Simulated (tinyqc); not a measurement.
Inside a calculation (part 1 of 2). Method: G0W0 on RHF in the sto-3g basis, for H2O, spin multiplicity 1. Computed by tinyqc, a small Python program that keeps every step (integrals from PySCF). Settings: charge = 0, multiplicity = 1, basis = sto-3g, method = RHF, energy threshold = 1e-10, iteration cap = 90, orthogonalisation = symmetric, start = atomic densities, DIIS depth = 6. Command: `OMP_NUM_THREADS=1 python tinyqc.py 21769 21770 out.jsonl` (the two numbers bound the seeds that draw the settings). One thread of a shared host (Intel(R) Xeon(R) Processor @ 2.60GHz), about 0.08 s of CPU time with the checks. Later iterations appear only in the table of the cycle.

## One-electron integrals

Geometry (angstrom):
```
atom        x         y        z
O     0.00000   0.00000  0.00000
H     0.00000   0.83500  0.64300
H     0.00000  -0.83500  0.64300
```

Basis sto-3g: exponents (1/bohr^2) and contraction coefficients of normalised primitives:
```
element  l (shell)   exponent  coefficient
O            s (1)  130.70932      0.15433
O            s (1)   23.80886      0.53533
O            s (1)    6.44361      0.44463
O            s (2)    5.03315     -0.09997
O            s (2)    1.16960      0.39951
O            s (2)    0.38039      0.70012
O            p (3)    5.03315      0.15592
O            p (3)    1.16960      0.60768
O            p (3)    0.38039      0.39196
H            s (1)    3.42525      0.15433
H            s (1)    0.62391      0.53533
H            s (1)    0.16886      0.44463
```

Overlap, kinetic and nuclear-attraction integrals over the contracted functions; the nuclear repulsion is the sum of Za Zb / Rab.

nuclear repulsion = 8.3507983 hartree

overlap S, order 1O 1s, 1O 2s, 1O 2px, 1O 2py, 1O 2pz, 2H 1s, 3H 1s:
```
[[1.00000, 0.23670, 0.00000, 0.00000, 0.00000, 0.04287, 0.04287],
 [0.23670, 1.00000, 0.00000, 0.00000, 0.00000, 0.41361, 0.41361],
 [0.00000, 0.00000, 1.00000, 0.00000, 0.00000, 0.00000, 0.00000],
 [0.00000, 0.00000, 0.00000, 1.00000, 0.00000, 0.28380, -0.28380],
 [0.00000, 0.00000, 0.00000, 0.00000, 1.00000, 0.21855, 0.21855],
 [0.04287, 0.41361, 0.00000, 0.28380, 0.21855, 1.00000, 0.20014],
 [0.04287, 0.41361, 0.00000, -0.28380, 0.21855, 0.20014, 1.00000]]
```

kinetic energy T (hartree), order 1O 1s, 1O 2s, 1O 2px, 1O 2py, 1O 2pz, 2H 1s, 3H 1s:
```
[[29.00320, -0.16801, 0.00000, 0.00000, 0.00000, -0.00734, -0.00734],
 [-0.16801, 0.80813, 0.00000, 0.00000, 0.00000, 0.08707, 0.08707],
 [0.00000, 0.00000, 2.52873, 0.00000, 0.00000, 0.00000, 0.00000],
 [0.00000, 0.00000, 0.00000, 2.52873, 0.00000, 0.17068, -0.17068],
 [0.00000, 0.00000, 0.00000, 0.00000, 2.52873, 0.13143, 0.13143],
 [-0.00734, 0.08707, 0.00000, 0.17068, 0.13143, 0.76003, -0.00131],
 [-0.00734, 0.08707, 0.00000, -0.17068, 0.13143, -0.00131, 0.76003]]
```

nuclear attraction V (hartree), order 1O 1s, 1O 2s, 1O 2px, 1O 2py, 1O 2pz, 2H 1s, 3H 1s:
```
[[-61.62270, -7.42079, 0.00000, 0.00000, -0.01563, -1.37842, -1.37842],
 [-7.42079, -10.04905, 0.00000, 0.00000, -0.18916, -3.24448, -3.24448],
 [0.00000, 0.00000, -9.90914, 0.00000, 0.00000, 0.00000, 0.00000],
 [0.00000, 0.00000, 0.00000, -10.03458, 0.00000, -1.96678, 1.96678],
 [-0.01563, -0.18916, 0.00000, 0.00000, -9.98353, -1.56884, -1.56884],
 [-1.37842, -3.24448, 0.00000, -1.96678, -1.56884, -5.45997, -1.20998],
 [-1.37842, -3.24448, 0.00000, 1.96678, -1.56884, -1.20998, -5.45997]]
```

core Hamiltonian H = T + V (hartree), order 1O 1s, 1O 2s, 1O 2px, 1O 2py, 1O 2pz, 2H 1s, 3H 1s:
```
[[-32.61950, -7.58880, 0.00000, 0.00000, -0.01563, -1.38575, -1.38575],
 [-7.58880, -9.24092, 0.00000, 0.00000, -0.18916, -3.15741, -3.15741],
 [0.00000, 0.00000, -7.38041, 0.00000, 0.00000, 0.00000, 0.00000],
 [0.00000, 0.00000, 0.00000, -7.50585, 0.00000, -1.79610, 1.79610],
 [-0.01563, -0.18916, 0.00000, 0.00000, -7.45479, -1.43741, -1.43741],
 [-1.38575, -3.15741, 0.00000, -1.79610, -1.43741, -4.69994, -1.21128],
 [-1.38575, -3.15741, 0.00000, 1.79610, -1.43741, -1.21128, -4.69994]]
```

## Two-electron integrals

Functions are numbered as in S; the eight-fold symmetry (ij|kl) = (ji|kl) = (kl|ij) leaves the list below.

Two-electron integrals (ij|kl) in chemists' order, unique and non-zero (hartree):
```
(11|11) 4.78507    (21|11) 0.74138    (21|21) 0.13687    (22|11) 1.11895
(22|21) 0.25663    (22|22) 0.81721    (31|31) 0.02448    (32|31) 0.03781
(32|32) 0.18052    (33|11) 1.11581    (33|21) 0.25668    (33|22) 0.81702
(33|33) 0.88016    (41|41) 0.02448    (42|41) 0.03781    (42|42) 0.18052
(43|43) 0.04744    (44|11) 1.11581    (44|21) 0.25668    (44|22) 0.81702
(44|33) 0.78527    (44|44) 0.88016    (51|51) 0.02448    (52|51) 0.03781
(52|52) 0.18052    (53|53) 0.04744    (54|54) 0.04744    (55|11) 1.11581
(55|21) 0.25668    (55|22) 0.81702    (55|33) 0.78527    (55|44) 0.78527
(55|55) 0.88016    (61|11) 0.13608    (61|21) 0.02492    (61|22) 0.04645
(61|33) 0.04636    (61|41) 0.00091    (61|42) 0.00171    (61|44) 0.04654
(61|51) 0.00070    (61|52) 0.00132    (61|54) 0.00013    (61|55) 0.04647
(61|61) 0.00460    (62|11) 0.34054    (62|21) 0.07912    (62|22) 0.28010
(62|33) 0.27527    (62|41) 0.00471    (62|42) 0.03645    (62|44) 0.28421
(62|51) 0.00363    (62|52) 0.02807    (62|54) 0.00688    (62|55) 0.28057
(62|61) 0.01470    (62|62) 0.12019    (63|31) 0.00816    (63|32) 0.04794
(63|43) 0.00752    (63|53) 0.00579    (63|63) 0.01687    (64|11) 0.19752
(64|21) 0.04647    (64|22) 0.17566    (64|33) 0.16774    (64|41) 0.01058
(64|42) 0.06951    (64|44) 0.18812    (64|51) 0.00186    (64|52) 0.01661
(64|54) 0.00991    (64|55) 0.17091    (64|61) 0.00900    (64|62) 0.09157
(64|64) 0.08582    (65|11) 0.15210    (65|21) 0.03579    (65|22) 0.13527
(65|33) 0.12917    (65|41) 0.00186    (65|42) 0.01661    (65|44) 0.13329
(65|51) 0.00960    (65|52) 0.06073    (65|54) 0.01069    (65|55) 0.14319
(65|61) 0.00693    (65|62) 0.07051    (65|64) 0.05310    (65|65) 0.05776
(66|11) 0.48917    (66|21) 0.11550    (66|22) 0.46974    (66|33) 0.45095
(66|41) 0.00869    (66|42) 0.09340    (66|44) 0.48597    (66|51) 0.00669
(66|52) 0.07192    (66|54) 0.02696    (66|55) 0.47172    (66|61) 0.02163
(66|62) 0.25695    (66|64) 0.22340    (66|65) 0.17203    (66|66) 0.77461
(71|11) 0.13608    (71|21) 0.02492    (71|22) 0.04645    (71|33) 0.04636
(71|41) -0.00091   (71|42) -0.00171   (71|44) 0.04654    (71|51) 0.00070
(71|52) 0.00132    (71|54) -0.00013   (71|55) 0.04647    (71|61) 0.00452
(71|62) 0.01423    (71|64) 0.00799    (71|65) 0.00672    (71|66) 0.02073
(71|71) 0.00460    (72|11) 0.34054    (72|21) 0.07912    (72|22) 0.28010
(72|33) 0.27527    (72|41) -0.00471   (72|42) -0.03645   (72|44) 0.28421
(72|51) 0.00363    (72|52) 0.02807    (72|54) -0.00688   (72|55) 0.28057
(72|61) 0.01423    (72|62) 0.09646    (72|64) 0.05087    (72|65) 0.05499
(72|66) 0.16779    (72|71) 0.01470    (72|72) 0.12019    (73|31) 0.00816
(73|32) 0.04794    (73|43) -0.00752   (73|53) 0.00579    (73|63) 0.01306
(73|73) 0.01687    (74|11) -0.19752   (74|21) -0.04647   (74|22) -0.17566
(74|33) -0.16774   (74|41) 0.01058    (74|42) 0.06951    (74|44) -0.18812
(74|51) -0.00186   (74|52) -0.01661   (74|54) 0.00991    (74|55) -0.17091
(74|61) -0.00799   (74|62) -0.05087   (74|64) -0.01427   (74|65) -0.02839
(74|66) -0.07947   (74|71) -0.00900   (74|72) -0.09157   (74|74) 0.08582
(75|11) 0.15210    (75|21) 0.03579    (75|22) 0.13527    (75|33) 0.12917
(75|41) -0.00186   (75|42) -0.01661   (75|44) 0.13329    (75|51) 0.00960
(75|52) 0.06073    (75|54) -0.01069   (75|55) 0.14319    (75|61) 0.00672
(75|62) 0.05499    (75|64) 0.02839    (75|65) 0.04394    (75|66) 0.10449
(75|71) 0.00693    (75|72) 0.07051    (75|74) -0.05310   (75|75) 0.05776
(76|11) 0.12023    (76|21) 0.02820    (76|22) 0.10841    (76|33) 0.10587
(76|44) 0.10804    (76|51) 0.00202    (76|52) 0.01864    (76|55) 0.11120
(76|61) 0.00518    (76|62) 0.04610    (76|64) 0.03044    (76|65) 0.03041
(76|66) 0.10234    (76|71) 0.00518    (76|72) 0.04610    (76|74) -0.03044
(76|75) 0.03041    (76|76) 0.02193    (77|11) 0.48917    (77|21) 0.11550
(77|22) 0.46974    (77|33) 0.45095    (77|41) -0.00869   (77|42) -0.09340
(77|44) 0.48597    (77|51) 0.00669    (77|52) 0.07192    (77|54) -0.02696
(77|55) 0.47172    (77|61) 0.02073    (77|62) 0.16779    (77|64) 0.07947
(77|65) 0.10449    (77|66) 0.31336    (77|71) 0.02163    (77|72) 0.25695
(77|74) -0.22340   (77|75) 0.17203    (77|76) 0.10234    (77|77) 0.77461
```

## Orthogonalisation

S = U s U^T; symmetric (Loewdin) form X = U s^(-1/2) U^T, so that X^T S X = 1.

eigenvalues of S: [0.40516, 0.48629, 0.88612, 1.00000, 1.09736, 1.31358, 1.81150]

X, order 1O 1s, 1O 2s, 1O 2px, 1O 2py, 1O 2pz, 2H 1s, 3H 1s:
```
[[1.02382, -0.13881, 0.00000, 0.00000, -0.00829, 0.02005, 0.02005],
 [-0.13881, 1.18220, 0.00000, 0.00000, 0.08283, -0.24381, -0.24381],
 [0.00000, 0.00000, 1.00000, 0.00000, 0.00000, 0.00000, 0.00000],
 [0.00000, 0.00000, 0.00000, 1.08535, 0.00000, -0.19262, 0.19262],
 [-0.00829, 0.08283, 0.00000, 0.00000, 1.04280, -0.12645, -0.12645],
 [0.02005, -0.24381, 0.00000, -0.19262, -0.12645, 1.15166, -0.06953],
 [0.02005, -0.24381, 0.00000, 0.19262, -0.12645, -0.06953, 1.15166]]
```

## Starting guess

The start is atomic minimal-basis densities projected into this basis (PySCF's MINAO start) and scaled to the electron count of each spin; this density is not idempotent, so its energy is not variational and may lie below the converged one.

D at the start, order 1O 1s, 1O 2s, 1O 2px, 1O 2py, 1O 2pz, 2H 1s, 3H 1s:
```
[[2.14341, -0.48996, 0.00000, 0.00000, 0.01602, -0.01636, -0.01636],
 [-0.48996, 2.08754, 0.00000, 0.00000, -0.08196, 0.04907, 0.04907],
 [0.00000, 0.00000, 1.30812, 0.00000, 0.00000, 0.00000, 0.00000],
 [0.00000, 0.00000, 0.00000, 1.17209, 0.00000, 0.11710, -0.11710],
 [0.01602, -0.08196, 0.00000, 0.00000, 1.23958, 0.06266, 0.06266],
 [-0.01636, 0.04907, 0.00000, 0.11710, 0.06266, 0.99506, 0.06245],
 [-0.01636, 0.04907, 0.00000, -0.11710, 0.06266, 0.06245, 0.99506]]
```

## Iteration 1: building the Fock matrix

J_ij = sum D_kl (ij|kl), K_ij = sum D_kl (ik|jl); F = H + J - 0.5 K; E = tr D H + tr D J / 2 - 0.25 tr D K + E_nn.

Coulomb J (hartree), order 1O 1s, 1O 2s, 1O 2px, 1O 2py, 1O 2pz, 2H 1s, 3H 1s:
```
[[17.19342, 3.22352, 0.00000, 0.00000, 0.01211, 0.58786, 0.58786],
 [3.22352, 8.00850, 0.00000, 0.00000, 0.14550, 2.77141, 2.77141],
 [0.00000, 0.00000, 7.96347, 0.00000, 0.00000, 0.00000, 0.00000],
 [0.00000, 0.00000, 0.00000, 8.03284, 0.00000, 1.74587, -1.74587],
 [0.01211, 0.14550, 0.00000, 0.00000, 8.00499, 1.38901, 1.38901],
 [0.58786, 2.77141, 0.00000, 1.74587, 1.38901, 4.88984, 1.09337],
 [0.58786, 2.77141, 0.00000, -1.74587, 1.38901, 1.09337, 4.88984]]
```

exchange K (hartree), order 1O 1s, 1O 2s, 1O 2px, 1O 2py, 1O 2pz, 2H 1s, 3H 1s:
```
[[9.91296, 1.68368, 0.00000, 0.00000, 0.01491, 0.34118, 0.34118],
 [1.68368, 2.74449, 0.00000, 0.00000, 0.13317, 1.16361, 1.16361],
 [0.00000, 0.00000, 1.70708, 0.00000, 0.00000, 0.00000, 0.00000],
 [0.00000, 0.00000, 0.00000, 1.81731, 0.00000, 0.57114, -0.57114],
 [0.01491, 0.13317, 0.00000, 0.00000, 1.77357, 0.49632, 0.49632],
 [0.34118, 1.16361, 0.00000, 0.57114, 0.49632, 1.33407, 0.49332],
 [0.34118, 1.16361, 0.00000, -0.57114, 0.49632, 0.49332, 1.33407]]
```

Fock matrix F (hartree), order 1O 1s, 1O 2s, 1O 2px, 1O 2py, 1O 2pz, 2H 1s, 3H 1s:
```
[[-20.38256, -5.20711, 0.00000, 0.00000, -0.01097, -0.96848, -0.96848],
 [-5.20711, -2.60467, 0.00000, 0.00000, -0.11024, -0.96781, -0.96781],
 [0.00000, 0.00000, -0.27048, 0.00000, 0.00000, 0.00000, 0.00000],
 [0.00000, 0.00000, 0.00000, -0.38166, 0.00000, -0.33580, 0.33580],
 [-0.01097, -0.11024, 0.00000, 0.00000, -0.33659, -0.29656, -0.29656],
 [-0.96848, -0.96781, 0.00000, -0.33580, -0.29656, -0.47714, -0.36457],
 [-0.96848, -0.96781, 0.00000, 0.33580, -0.29656, -0.36457, -0.47714]]
```

total energy of this density = -75.2722888 hartree

This density is the starting one; it is not idempotent, so its energy is not variational and may lie below the converged one.

## Iteration 1: diagonalisation and new density

Diagonalise F' = X^T F X, C = X C', fill 5 alpha and 5 beta electrons from the bottom; D = 2 C_occ C_occ^T. Each column has its largest component positive (the first on a tie).

F' = X^T F X (hartree):
```
[[-20.00463, -2.69358, 0.00000, 0.00000, -0.03217, -0.12636, -0.12636],
 [-2.69358, -1.43909, 0.00000, 0.00000, 0.06392, -0.49116, -0.49116],
 [0.00000, 0.00000, -0.27048, 0.00000, 0.00000, 0.00000, 0.00000],
 [0.00000, 0.00000, 0.00000, -0.17712, 0.00000, -0.36372, 0.36372],
 [-0.03217, 0.06392, 0.00000, 0.00000, -0.23100, -0.25163, -0.25163],
 [-0.12636, -0.49116, 0.00000, -0.36372, -0.25163, -0.00736, -0.12713],
 [-0.12636, -0.49116, 0.00000, 0.36372, -0.25163, -0.12713, -0.00736]]
```

orbital energies (hartree): [-20.39130, -1.41136, -0.56405, -0.41179, -0.27048, 0.40524, 0.50670]

coefficients C, order 1O 1s, 1O 2s, 1O 2px, 1O 2py, 1O 2pz, 2H 1s, 3H 1s:
```
[[0.99425, -0.24010, 0.00000, 0.08308, 0.00000, -0.12359, 0.00000],
 [0.02493, 0.88215, 0.00000, -0.42279, 0.00000, 0.76489, 0.00000],
 [0.00000, 0.00000, 0.00000, 0.00000, 1.00000, 0.00000, 0.00000],
 [0.00000, 0.00000, 0.70360, 0.00000, 0.00000, 0.00000, 0.87014],
 [0.00248, 0.08492, 0.00000, 0.81440, 0.00000, 0.67519, 0.00000],
 [-0.00434, 0.14056, 0.36515, 0.25884, 0.00000, -0.75800, -0.80586],
 [-0.00434, 0.14056, -0.36515, 0.25884, 0.00000, -0.75800, 0.80586]]
```

D after iteration 1, order 1O 1s, 1O 2s, 1O 2px, 1O 2py, 1O 2pz, 2H 1s, 3H 1s:
```
[[2.10614, -0.44428, 0.00000, 0.00000, 0.09948, -0.03313, -0.03313],
 [-0.44428, 1.91511, 0.00000, 0.00000, -0.53869, 0.02891, 0.02891],
 [0.00000, 0.00000, 2.00000, 0.00000, 0.00000, 0.00000, 0.00000],
 [0.00000, 0.00000, 0.00000, 0.99010, 0.00000, 0.51383, -0.51383],
 [0.09948, -0.53869, 0.00000, 0.00000, 1.34093, 0.44546, 0.44546],
 [-0.03313, 0.02891, 0.00000, 0.51383, 0.44546, 0.44022, -0.09311],
 [-0.03313, 0.02891, 0.00000, -0.51383, 0.44546, -0.09311, 0.44022]]
```

## Iteration 8 (converged): orbitals

converged F (hartree), order 1O 1s, 1O 2s, 1O 2px, 1O 2py, 1O 2pz, 2H 1s, 3H 1s:
```
[[-20.24626, -5.16312, 0.00000, 0.00000, -0.02670, -0.95144, -0.95144],
 [-5.16312, -2.41928, 0.00000, 0.00000, -0.08869, -0.86784, -0.86784],
 [0.00000, 0.00000, -0.38725, 0.00000, 0.00000, 0.00000, 0.00000],
 [0.00000, 0.00000, 0.00000, -0.25731, 0.00000, -0.37178, 0.37178],
 [-0.02670, -0.08869, 0.00000, 0.00000, -0.29717, -0.33611, -0.33611],
 [-0.95144, -0.86784, 0.00000, -0.37178, -0.33611, -0.46304, -0.28892],
 [-0.95144, -0.86784, 0.00000, 0.37178, -0.33611, -0.28892, -0.46304]]
```

As before.

F' = X^T F X (hartree):
```
[[-19.86999, -2.68938, 0.00000, 0.00000, -0.05471, -0.12048, -0.12048],
 [-2.68938, -1.28604, 0.00000, 0.00000, 0.10691, -0.43943, -0.43943],
 [0.00000, 0.00000, -0.38725, 0.00000, 0.00000, 0.00000, 0.00000],
 [0.00000, 0.00000, 0.00000, -0.00512, 0.00000, -0.42559, 0.42559],
 [-0.05471, 0.10691, 0.00000, 0.00000, -0.16330, -0.30979, -0.30979],
 [-0.12048, -0.43943, 0.00000, -0.42559, -0.30979, -0.00766, -0.07872],
 [-0.12048, -0.43943, 0.00000, 0.42559, -0.30979, -0.07872, -0.00766]]
```

orbital energies (hartree): [-20.25471, -1.22514, -0.57012, -0.44059, -0.38725, 0.51472, 0.63605]

coefficients C, order 1O 1s, 1O 2s, 1O 2px, 1O 2py, 1O 2pz, 2H 1s, 3H 1s:
```
[[0.99434, -0.23700, 0.00000, 0.09691, 0.00000, -0.11859, 0.00000],
 [0.02478, 0.86930, 0.00000, -0.49900, 0.00000, 0.73301, 0.00000],
 [0.00000, 0.00000, 0.00000, 0.00000, 1.00000, 0.00000, 0.00000],
 [0.00000, 0.00000, 0.60488, 0.00000, 0.00000, 0.00000, 0.94144],
 [0.00349, 0.09833, 0.00000, 0.75794, 0.00000, 0.73634, 0.00000],
 [-0.00500, 0.14976, 0.45055, 0.31351, 0.00000, -0.73525, -0.76141],
 [-0.00500, 0.14976, -0.45055, 0.31351, 0.00000, -0.73525, 0.76141]]
```

D after iteration 8, order 1O 1s, 1O 2s, 1O 2px, 1O 2py, 1O 2pz, 2H 1s, 3H 1s:
```
[[2.10856, -0.45949, 0.00000, 0.00000, 0.10723, -0.02016, -0.02016],
 [-0.45949, 2.01062, 0.00000, 0.00000, -0.58529, -0.05277, -0.05277],
 [0.00000, 0.00000, 2.00000, 0.00000, 0.00000, 0.00000, 0.00000],
 [0.00000, 0.00000, 0.00000, 0.73175, 0.00000, 0.54506, -0.54506],
 [0.10723, -0.58529, 0.00000, 0.00000, 1.16830, 0.50466, 0.50466],
 [-0.02016, -0.05277, 0.00000, 0.54506, 0.50466, 0.64748, -0.16451],
 [-0.02016, -0.05277, 0.00000, -0.54506, 0.50466, -0.16451, 0.64748]]
```

## Convergence

Stop when the energy changes by less than 1e-10 hartree and every element of the error matrix X^T (F D S - S D F) X is below 3e-06.

Course of the cycle:
```
iteration  E (hartree)     change  largest element of the error matrix
1          -75.2722888          -                             1.10e+00
2          -74.9135184   3.59e-01                             1.93e-01
3          -74.9552942  -4.18e-02                             2.38e-02
4          -74.9560174  -7.23e-04                             4.63e-03
5          -74.9560461  -2.87e-05                             5.20e-05
6          -74.9560461  -7.26e-09                             2.09e-05
7          -74.9560461  -1.92e-09                             2.93e-07
8          -74.9560461  -1.71e-13                             1.07e-10
```

PySCF RHF in the same basis = -74.9560461 hartree

Converged in 8 iterations.

## Populations, bond orders and dipole

Mulliken: Z minus the diagonal of D S on the atom; Loewdin: the same with S^(1/2) D S^(1/2); Mayer order: 2 sum_s sum (D(s) S)_ij (D(s) S)_ji over the two atoms.

Charges (e):
```
atom  Mulliken   Loewdin
1O    -0.28629  -0.20536
2H     0.14315   0.10268
3H     0.14315   0.10268
```

Mayer bond orders:
```
pair    order
2-1   0.96910
3-1   0.96910
3-2   0.01041
```

dipole moment about the origin, x y z (debye): [0.00000, 0.00000, 1.59392]
